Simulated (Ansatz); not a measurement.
**SiBH5 + NH3: a complex and its separated parts**

The complex below is one end of an elementary step. How strongly is it bound against its free parts?

Method: PBE0-D4/def2-TZVP structures, single points in def2-TZVPP, no counterpoise correction; program: Ansatz 0.2.0, Gaussian basis.

Levels: SPW92, PBE-D4, BLYP-D4, r2SCAN-D4, B97M-V, PBE0-D4, B3LYP-D4, r2SCAN0-D4, BHLYP-D4, CAM-B3LYP-D4, wB97X-V, wB97M-V, B2PLYP, PBE-QIDH, RPA on PBE, Hartree-Fock, MP2, CCSD, CCSD(T).

Correlated methods freeze the cores. B3LYP uses VWN-RPA correlation. B2PLYP carries no dispersion term here.

94 further runs of the same task are left out: 94 set aside as unsound or not needed.

## (1) Starting geometry

The complex: 11 atoms, charge 0, spin multiplicity 1.

Atoms are counted from 1 here; the program's logs count them from 0.

Bond lengths: B1–N2 1.632 Å, B1–H3 1.211 Å, B1–H4 1.211 Å, B1–Si6 2.019 Å, N2–H5 1.016 Å, N2–H7 1.016 Å, N2–H8 1.016 Å, Si6–H9 1.503 Å, Si6–H10 1.503 Å, Si6–H11 1.492 Å. Angles: N2–B1–H3 105.7°, N2–B1–H4 105.7°, N2–B1–Si6 109.4°, H3–B1–H4 112.2°, H3–B1–Si6 111.8°, H4–B1–Si6 111.8°, B1–N2–H5 111.3°, B1–N2–H7 111.4°, B1–N2–H8 110.7°, H5–N2–H7 107.7°, H5–N2–H8 107.8°, H7–N2–H8 107.8°, B1–Si6–H9 113.6°, B1–Si6–H10 113.6°, B1–Si6–H11 112.7°, H9–Si6–H10 103.8°, H9–Si6–H11 106.1°, H10–Si6–H11 106.2°.

As a file:

```xyz
11
BH8NSi
B    -0.5976   -0.4873   -0.2565
N    -0.7838    1.0860   -0.6488
H    -0.5731   -1.0862   -1.3087
H    -1.5658   -0.7748    0.4115
H    -0.0143    1.4172   -1.2237
Si    1.1206   -0.7202    0.7772
H    -0.8245    1.6718    0.1803
H    -1.6440    1.2268   -1.1707
H     2.3425   -0.2825    0.0199
H     1.1750    0.0859    2.0443
H     1.3650   -2.1368    1.1753
```

Its parts: SiBH5 holds atoms 1, 3, 4, 6, 9, 10, 11; NH3 holds atoms 2, 5, 7, 8. Each part counts its atoms afresh in its own runs.

## (2) Relaxing SiBH5 alone

The input, relax-a/in.yaml:

```yaml
crystal:
  periodic: [false, false, false]
  atoms:
    - {symbol: B, position_ang: [-0.597552, -0.487320, -0.256503]}
    - {symbol: H, position_ang: [-0.573128, -1.086195, -1.308731]}
    - {symbol: H, position_ang: [-1.565754, -0.774816, 0.411547]}
    - {symbol: Si, position_ang: [1.120628, -0.720173, 0.777209]}
    - {symbol: H, position_ang: [2.342511, -0.282479, 0.019858]}
    - {symbol: H, position_ang: [1.174973, 0.085860, 2.044305]}
    - {symbol: H, position_ang: [1.364950, -2.136777, 1.175317]}
basis:
  gaussian: {orbitals: def2-TZVP}
hamiltonian: {xc: pbe0, dispersion: d4}
relax: {f_tol: 0.005, max_steps: 200}
```

Command:

```sh
ansatz run in.yaml --threads 2 --pin off --events-out ev --progress --plain --max-ram 4352MiB
```

After this run come: Relaxing NH3 alone; SPW92/def2-TZVPP; PBE-D4/def2-TZVPP; BLYP-D4/def2-TZVPP; r2SCAN-D4/def2-TZVPP; B97M-V/def2-TZVPP; PBE0-D4/def2-TZVPP; B3LYP-D4/def2-TZVPP; r2SCAN0-D4/def2-TZVPP; BHLYP-D4/def2-TZVPP; CAM-B3LYP-D4/def2-TZVPP; wB97X-V/def2-TZVPP; wB97M-V/def2-TZVPP; B2PLYP/def2-TZVPP; PBE-QIDH/def2-TZVPP; RPA on PBE/def2-TZVPP; CCSD(T)/def2-TZVPP; Vibrations of SiBH5; Vibrations of NH3.

**Question.** What will these runs give? Wanted: complex less parts, CCSD(T)/def2-TZVPP; with zero-point energy; largest T1 diagnostic.

**Answer**, as computed:

| quantity | value |
| --- | --- |
| complex less parts, CCSD(T)/def2-TZVPP | -145.7 kJ/mol |
| with zero-point energy | -123.1 kJ/mol |
| largest T1 diagnostic | 0.012 |

In words: At CCSD(T) the complex lies 145.7 kJ/mol below its parts. CAM-B3LYP-D4 is the best functional here (-2.2 kJ/mol from CCSD(T)); SPW92 is the worst (-62.9 kJ/mol). By rung, the mean size of the error is: LDA 62.9, GGA 12.8, meta-GGA 7.7, hybrid 10.3, range-separated hybrid 3.4, double hybrid 10.4 kJ/mol. PBE-D4 gives a relative energy 18.9 kJ/mol too low, outside chemical accuracy (1 kcal/mol, 4.2 kJ/mol). No counterpoise was applied, and triple zeta lacks some correlation, so the CCSD(T) reference has a basis error of its own, and close matches with it are partly luck.
